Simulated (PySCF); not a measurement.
Species: C4H10N (doublet state).
Numbering: `[CH3:1][NH:2][C:3]([CH3:4])[CH3:5]` (hydrogens: H6, H7, H8 on C1; H9 on N2; H10, H11, H12 on C4; H13, H14, H15 on C5)

Geometry (GFN2-xTB, Å), atoms numbered from 1 in this order:
```xyz
15
C4H10N angstrom
C      1.9285    0.4359   -0.3954
N      0.9314   -0.4947    0.0756
C     -0.3915   -0.0638    0.2769
C     -1.2762   -1.0232    1.0009
C     -1.0018    0.8280   -0.7532
H      1.6150    0.8460   -1.3537
H      2.1067    1.2702    0.2982
H      2.8653   -0.1019   -0.5389
H      1.2620   -1.0543    0.8520
H     -1.6481   -1.8254    0.3483
H     -2.1443   -0.5022    1.4031
H     -0.7452   -1.4945    1.8281
H     -0.4712    1.7781   -0.8276
H     -2.0338    1.0384   -0.4840
H     -1.0013    0.3714   -1.7521
```

The hyperfine couplings belong to this conformer and change with its torsions.

Computed with UKS B3LYP, pcH-1 on C H N, non-relativistic, mean-field spin-orbit, GIAO in PySCF 2.14.0. Geometry: GFN2-xTB, one conformer, isolated molecule. A GFN2-xTB geometry isn't a minimum of the functional, and hyperfine couplings can be far from their values at a DFT geometry. The SCF solution wasn't tested for stability.

Problem. Predict the first-order ENDOR lines of N2, H13/H14/H15, H10/H11/H12, H6/H7/H8 and H9 under fast tumbling at B = 337.2 mT (X band).

Solution. For S = 1/2 in fast tumbling each set of equivalent nuclei gives two lines, ν± = |νn ± a/2| to first order, with νn = g_N μN B/h and μN/h = 7.62259 MHz/T.

```
     nuclei  isotope     g_N  νn (MHz)  a_iso (MHz)  lower line (MHz)  upper line (MHz)
         N2      14N  0.4038      1.04         8.28              3.10              5.18
H13/H14/H15       1H  5.5857     14.36        52.26             11.77             40.49
H10/H11/H12       1H  5.5857     14.36        51.29             11.29             40.00
   H6/H7/H8       1H  5.5857     14.36        10.62              9.05             19.67
         H9       1H  5.5857     14.36         2.62             13.05             15.67
```

Problem. Which pairs are centred on the nuclear Larmor frequency, and which on half the coupling?

Solution. Centred on νn, since |a| < 2νn: H6/H7/H8 and H9. Centred on |a|/2 and split by 2νn: N2, H13/H14/H15 and H10/H11/H12.

Nuclei that the bonding pattern makes equivalent are averaged, as if the motion that swaps them (rotation, inversion, ring flip) were fast. C4 and C5, with what hangs on them, aren't averaged: C3 is flat or nearly so (angle sum 352°), and its turn about the short C3–N2 bond (1.41 Å) is taken as slow. The three 1H nuclei of mean +52.3 MHz run from 4.6 to 102.6 MHz in the frozen geometry. The three 1H nuclei of mean +51.3 MHz run from 18.9 to 107.6 MHz in the frozen geometry.
